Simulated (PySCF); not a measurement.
# Static response to an electric field

C3H7OP.
Structure used (GFN2-xTB), in Å, numbered top down from 1:
```xyz
12
C3H7OP angstrom
C      1.9847    0.0584   -0.0191
O      0.7725   -0.6512   -0.0136
C     -0.3593    0.0791    0.0217
C     -1.5766   -0.7941   -0.0138
P     -0.3551    1.7737    0.0704
H      2.7815   -0.6826   -0.0346
H      2.0698    0.6865    0.8748
H      2.0514    0.7053   -0.9011
H     -1.3368   -1.7589    0.4281
H     -1.8840   -0.9626   -1.0466
H     -2.4046   -0.3386    0.5227
H     -1.7422    1.8843    0.0849
```

Level: CAM-B3LYP/def2-SVPD (PySCF), static field, nuclei fixed, core orbitals frozen in the response. The polarisability tensor in these axes (au):

```
x   73.97 -2.79 -0.06
y   -2.79 81.84  1.28
z   -0.06  1.28 52.34
```

Diagonalise the tensor; give its mean and Δα, where Δα² is half the sum of the squared differences of the eigenvalues.

Principal values 52.28, 73.08 and 82.78 au; mean 69.38 au = 10.28 Å³ = 11.44 × 10⁻⁴⁰ C²·m²/J; Δα = 26.99 au (39 % of the mean).

What is the dipole moment, and where does it point?

(0.19, -1.06, -0.09) D, 1.08 D in size, pointing from the negative to the positive side. Measured along this direction, the outermost atoms are H12 at the negative end and H9 at the positive end.

Along which axes do the principal values lie, and how far do the nuclei extend along each?

Largest value along (-0.30, 0.95, 0.04), where the nuclei span 3.81 Å; middle along (0.95, 0.30, 0.02), 4.83 Å; least along (0.00, -0.04, 1.00), 1.84 Å. The strongest response doesn't lie along the longest of the three spans.

In TDDFT the mean static polarisability is Σ f/ω² over all singlet excitations (ω in hartree). How much of it do the 8 lowest give? Their energies (eV) and oscillator strengths: 5.18, 0.2141; 5.35, 0.0103; 5.86, 0.0154; 6.58, 0.0334; 7.02, 0.0032; 7.32, 0.0002; 7.41, 0.0092; 7.46, 0.0623.

They add up to 8.09 au, 11.7 % of the 69.38 au; the largest single term is 5.91 au, from the state at 5.18 eV. Terms in order: 5.91, 0.27, 0.33, 0.57, 0.05, 0.00, 0.12, 0.83 au. Higher excitations give the rest. The strengths listed sum to 0.348.

Find the Langevin capture rate constant for NO+ (29.998 u) meeting this molecule (90.023 u), k = 2.342 × 10⁻⁹ cm³/s × √(α in Å³ / reduced mass in u).

The reduced mass is 22.50 u, so k = 1.58 × 10⁻⁹ cm³/s. The formula leaves out the permanent dipole, which adds to the capture rate.

Geometry: GFN2-xTB, one conformer, isolated molecule.
